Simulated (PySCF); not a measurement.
**N: ionisation energy**

N [He] 2s2 2p3 (4S) → N⁺ [He] 2s2 2p2 (3P), as a difference of total energies. Calculation: PySCF 2.14, in cc-pV5Z; no relativity, point nucleus. Correlated levels: valence: 1s2 frozen. The calculations carry no spin-orbit coupling.

```
   method  ionisation energy (eV)
      UHF                  13.894
      LDA                  15.006
      PBE                  14.727
     PBE0                  14.700
   r2SCAN                  14.803
CAM-B3LYP                  14.695
     MN15                  14.551
   PBEsol                  14.743
      M06                  14.757
     ROHF                  13.956
```

Task: Estimate what MP2 (valence) gives.

Result: 14.626 eV, closest to CAM-B3LYP among the rows shown.

Task: Estimate what SCS-MP2 (valence) gives.

Result: 14.359 eV, closest to MN15 among the rows shown.

Errors of the correlated levels include the incompleteness of this basis and the frozen core.

For comparison: 14.545 eV (measured; NIST levels, between the centres of gravity of the two terms).
